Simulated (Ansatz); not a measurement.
## CH3F (fluoromethane): the energy, rung by rung

CH3F has 5 atoms, charge 0, and is taken as a singlet. As SMILES, `CF`. Geometry: optimised at B3LYP/def2-SVP.

```xyz
5

C    -0.0402    0.0261    0.0062
F     1.1016   -0.7153   -0.1698
H    -0.9275   -0.6273   -0.0576
H    -0.1095    0.8027   -0.7752
H    -0.0242    0.5138    0.9963
```

Each level gives the dissociation energy of the F2–C1 bond into doublet F and doublet CH3 (shapes relaxed at B3LYP/def2-SVP, no zero-point term) (eV). The values are calculated.

```csv
level,kind,program,value (eV)
HF/def2-TZVPP,Hartree–Fock,Ansatz,3.03
SVWN5/def2-TZVPP,LDA,Ansatz,6.20
PBE/def2-TZVPP,GGA,Ansatz,5.15
B3LYP/def2-TZVPP,global hybrid,Ansatz,4.84
PBE0-D4/def2-TZVPP,global hybrid,Ansatz,4.87
CAM-B3LYP/def2-TZVPP,range-separated hybrid,Ansatz,4.94
B2PLYP/def2-TZVPP,double hybrid,Ansatz,4.87
MP2/def2-TZVPP,perturbation theory,Ansatz,5.13
```

The values span 3.03 to 6.20 eV. Hartree–Fock misses the correlation of the electron pair that is broken and comes out low. Measured bond enthalpies also hold zero-point and thermal terms, a few tenths of an eV less.
